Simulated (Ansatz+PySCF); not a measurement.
Results of a calculation; reference values are marked as such.
Input for Ansatz (development build ahead of 0.2.0):

```yaml
crystal:
  periodic: [false, false, false]
  atoms:
    - { symbol: C, position_ang: [0.0, -0.17773, 0.0] }
    - { symbol: C, position_ang: [-1.49314, 0.02844, 0.0] }
    - { symbol: C, position_ang: [0.74657, 0.02845, 1.29309] }
    - { symbol: C, position_ang: [0.74657, 0.02845, -1.29309] }
    - { symbol: H, position_ang: [-1.75881, 1.13246, 0.0] }
    - { symbol: H, position_ang: [0.87939, 1.13247, 1.52317] }
    - { symbol: H, position_ang: [0.87939, 1.13247, -1.52317] }
    - { symbol: H, position_ang: [-1.96448, -0.41554, 0.89724] }
    - { symbol: H, position_ang: [-1.96448, -0.41554, -0.89724] }
    - { symbol: H, position_ang: [1.75928, -0.41552, 1.25267] }
    - { symbol: H, position_ang: [0.20521, -0.41553, 2.14991] }
    - { symbol: H, position_ang: [0.20521, -0.41553, -2.14991] }
    - { symbol: H, position_ang: [1.75928, -0.41552, -1.25267] }
basis:
  gaussian: { orbitals: cc-pVTZ }
magnetization:
  spin_polarized: true
  initial_magnetization: 1
hamiltonian:
  xc: hf
correlation:
  method: mp2
  frozen_orbitals: { C: 1, H: 0 }
output:
  forces: true
```

The input is written out in the form of the current development build from the run's settings.

Output:

- Converged: yes
- Reference energy: -156.72623 hartree
- Correlation energy: -0.68122 hartree
- Total energy: -157.40745 hartree
- Spin squared of the determinant: 0.765
- Stability test: minimum
- Occupied orbitals by symmetry in an Abelian subgroup (alpha; beta): 11 A' 6 A''; 10 A' 6 A''

Forces (eV/Å):
```tsv
atom	Fx	Fy	Fz
C1	0.000	0.220	0.000
C2	-0.154	0.489	0.000
C3	0.077	0.489	0.133
C4	0.077	0.489	-0.133
H5	0.264	-1.048	0.000
H6	-0.132	-1.048	-0.228
H7	-0.132	-1.048	0.228
H8	0.247	0.243	-0.439
H9	0.247	0.243	0.439
H10	-0.504	0.243	0.006
H11	0.257	0.243	-0.433
H12	0.257	0.243	0.433
H13	-0.504	0.243	-0.006
```
